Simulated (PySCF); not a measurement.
ethane (C2H6), SMILES CC.

Geometry: r2SCAN-D4/def2-TZVP.

Method: ωB97X/def2-TZVPD (PySCF).

Symmetry labels are those of the subgroup C2h that the program uses (full group D3d).

Computed valence orbital energies around the gap with their symmetry:
```
orbital  symmetry  energy (eV)
-------  --------  -----------
HOMO−7         Bu      -278.66
HOMO−6         Ag       -24.03
HOMO−5         Bu       -20.09
HOMO−4         Au       -14.84
HOMO−3         Bu       -14.84
HOMO−2         Ag       -12.87
HOMO−1         Bg       -12.10
HOMO           Ag       -12.10
LUMO           Ag         2.24
LUMO+1         Bu         2.82
LUMO+2         Au         4.09
LUMO+3         Bu         4.09
```
